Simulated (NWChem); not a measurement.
System: C₂H₅O, doublet; SMILES [O]CC

```xyz
8

C      0.2314    -1.1832     0.0005
C     -0.4603     0.1805    -0.0001
O      0.3206     1.2748    -0.0004
H     -0.5050    -2.0127     0.0039
H      0.8739    -1.2894    -0.8965
H      0.8792    -1.2862     0.8941
H     -1.1905     0.2682     0.8636
H     -1.1975     0.2657    -0.8577
```
Atoms are numbered in this order, from 1.

Level: PBE-D3(BJ)/def2-SVP, spin-unrestricted (NWChem), optimised geometry, unscaled harmonic frequencies. 

| frequency (cm⁻¹) | IR intensity (km/mol) |
|---|---|
| 171 | 2.9 |
| 325 | 38.6 |
| 428 | 7.9 |
| 820 | 0.1 |
| 874 | 2.3 |
| 1056 | 11.5 |
| 1087 | 9.8 |
| 1163 | 0.2 |
| 1226 | 21.7 |
| 1319 | 9.3 |
| 1347 | 36.5 |
| 1405 | 7.1 |
| 1416 | 4.2 |
| 2743 | 25.5 |
| 2745 | 18.8 |
| 2976 | 9.6 |
| 3071 | 14.4 |
| 3076 | 10.0 |

```
Property                                                                                             Result
-----------------------------------------------------------------------------------------  ----------------
zero-point energy                                                                             38.9 kcal/mol
thermal correction to the enthalpy at 298.15 K (with zero-point energy)                       42.3 kcal/mol
heat capacity Cv                                                                           13.5 cal/(mol K)
entropy at 298.15 K and 1 atm (symmetry number 1, electronic part: spin degeneracy alone)  66.0 cal/(mol K)
dipole moment                                                                                        2.03 D
```

Rigid rotor and harmonic oscillator.
